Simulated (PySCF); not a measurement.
Compound: HCl.
SMILES: `Cl`

The calculation used PBE0-D3(BJ)/def2-SVP geometry optimisation, gas phase in PySCF 2.14.0.

Masses are those of the commonest isotopes; rigid-rotor values at the optimised geometry. 

(1) What are the moment of inertia and the rotational constant?

(2) List the first levels of a rigid rotor in a Σ state.

(3) Where do the first rotational lines fall?

(4) Estimate the classical rotational partition function at 200 K.

Answers

(1) I = 1.618 u·Å², B = 505379 MHz·u·Å²/I = 312319 MHz (10.4178 cm⁻¹, or 14.989 K as hB/k). For two atoms I = μr² with μ = 0.9796 u and r = 1.2852 Å.

(2) E(J) = BJ(J+1): J = 1: 20.836, J = 2: 62.507, J = 3: 125.014, J = 4: 208.357, J = 5: 312.535, J = 6: 437.549 cm⁻¹.

(3) The dipole is 1.38 D; J+1 ← J lies at 2B(J+1): 1 ← 0 at 624.64 GHz, 2 ← 1 at 1249.28 GHz, 3 ← 2 at 1873.91 GHz, 4 ← 3 at 2498.55 GHz, 5 ← 4 at 3123.19 GHz, 6 ← 5 at 3747.83 GHz.

(4) Point group C∞v, symmetry number σ = 1; q = kT/(σhB), k/h = 20836.6 MHz/K: 13.3 at 200 K.

PBE0-D3(BJ)/def2-SVP frequencies: not computed here. No vibrational averaging or centrifugal distortion is included, and the geometry carries the error of its method.

On Arm Neoverse V2, one thread, shared host with 192 logical CPUs at a one-minute load of 67, this took 0.71 s wall and 0.21 GiB of memory at its peak. That covers the optimisation of the geometry.
